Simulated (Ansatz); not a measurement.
hydrogen isocyanide (SMILES [C-]#[NH+]) moved off its minimum; all values from Ansatz (an electronic-structure program), cores frozen in correlated methods.
(charge 0, multiplicity 1)
```xyz
3

C      0.0087    -0.2100    -0.7245
N     -0.0532     0.0151     0.4118
H     -0.0498    -0.0627     1.3459
```

Forces at HF/def2-TZVPP (eV/Å):

| atom | Fx | Fy | Fz |
|---|---|---|---|
| C1 | -0.127 | 0.511 | 1.618 |
| N2 | 0.164 | -0.496 | -4.575 |
| H3 | -0.037 | -0.015 | 2.957 |

Give the forces (eV/Å), the total energy and the dipole at CCSD(T)/aug-cc-pVTZ.


```
atom      Fx      Fy      Fz
----  ------  ------  ------
C1     0.061  -0.175  -1.834
N2    -0.027   0.249  -1.812
H3    -0.034  -0.075   3.646
```
Energy -93.2522 hartree, dipole 2.97 D.
